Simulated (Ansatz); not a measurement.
Strength of the C–H bond: C3H5 → C3H4 + H

Species: C3H5 `C=[C]C`, doublet; C3H4 (allene) `C=C=C`, singlet; H atom, doublet. 

Shapes, held fixed at every level: PBE0-D4/def2-TZVP. Programs: Ansatz 0.2.0. The zero-point and thermal change to 298 K, harmonic and unscaled (PBE0-D4/def2-TZVP), is -22.3 kJ/mol.

Question: Estimate ΔH(298 K) of this reaction.

Answer: B2PLYP/def2-TZVPP gives ΔH(298 K) = +152.3 kJ/mol; the levels span +151.7 to +169.3. A fragment pairs its electrons up again, so this isn't a typical strength of such a bond. The median of the levels is +160.4. No measured value is set beside it here. Spin contamination: C3H5 (⟨S²⟩ up to 0.91). Open shells run unrestricted unless RO is named. Times are processor times on shared x86 and Arm servers, and rough.

| level | kind | ΔH(298 K) (kJ/mol) | CPU time (sum over the molecules) |
| --- | --- | --- | --- |
| HF/def2-TZVPP | Hartree–Fock | +162.5 | – |
| r2SCAN-D4/def2-TZVPP | meta-GGA | +169.3 | 13 s |
| B3LYP-D4/def2-TZVPP | global hybrid | +157.5 | 9.3 s |
| PBE0-D4/def2-TZVPP | global hybrid | +162.2 | 7.5 s |
| wB97M-V/def2-TZVPP | range-separated hybrid | +151.7 | 25 s |
| wB97X-V/def2-TZVPP | range-separated hybrid | +160.4 | 22 s |
| B2PLYP/def2-TZVPP | double hybrid | +152.3 | 12 s |
